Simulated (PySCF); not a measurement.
```tsv
atom	x (Å)	y (Å)	z (Å)
O	0.0000	0.0000	-0.5492
O	0.0000	0.0000	0.5492
```

Basis set: cc-pVTZ (spherical functions). Left uncorrelated: 2 orbitals. Charge 2, multiplicity 1.

Starred EOM-CCSD(T)(a) on the restricted Hartree–Fock determinant with PySCF 2.14.0; the energies are vertical.

The solver was asked for the few lowest roots only. Give the electron affinities of singlet O2(2+) among them whose weight of singles is over 0.7 (positive where the electron binds).

```tsv
root	energy (eV)	weight of singles
1	24.07	0.97
2	24.07	0.97
3	-2.27	0.94
4	-2.27	0.94
```

Higher main lines weren't sought.
